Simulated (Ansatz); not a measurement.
A calculation on 1T (CdI2-type) TaS₂ (undistorted form, which takes a superstructure on cooling) returned lattice constant a 3.325 Å, lattice parameter c 5.884 Å, equilibrium volume per atom 18.78 Å³/atom.

For reference: equilibrium volume per atom 18.98 Å³/atom (measured, temperature not stated, not corrected to a static lattice, from a published cell, pressure not stated; as tabulated in Arkiv foer Kemi 7, 371 (1954)).

Which level of theory produced these numbers?
A. PBE0-D4 (Ansatz, a first-principles code)
B. LDA (Ansatz)
C. RPBE (Ansatz)
D. PBE-D4 (Ansatz)

A, PBE0-D4 (Ansatz)

The others give: RPBE 3.409 Å, 7.878 Å, 26.44 Å³/atom; LDA 3.293 Å, 5.724 Å, 17.92 Å³/atom; PBE-D4 3.342 Å, 5.897 Å, 19.01 Å³/atom.

Unless a cell is named, each level is at its own relaxed cell (LDA 17.91, PBE-D4 19.01, PBE0-D4 18.78, RPBE 26.43 Å³/atom).

Caveats: LDA has no dispersion term either, though it tends to give short spacings of layers, chains or molecules (LDA); exact exchange on metals is sensitive to the k mesh and can open a false gap (PBE0-D4); for a layered or molecular solid the relaxed cell lies over 5 % above the published volume, where the minimum can be shallow (RPBE); the cell comes from a level without a dispersion term, which matters for the spacing of layers, chains or molecules (RPBE); the run warned that the count of filled bands differs between k points (PBE0-D4). Ansatz's density-functional and Hartree–Fock values are scalar-relativistic unless marked +SOC, with PAW data made under PBE.
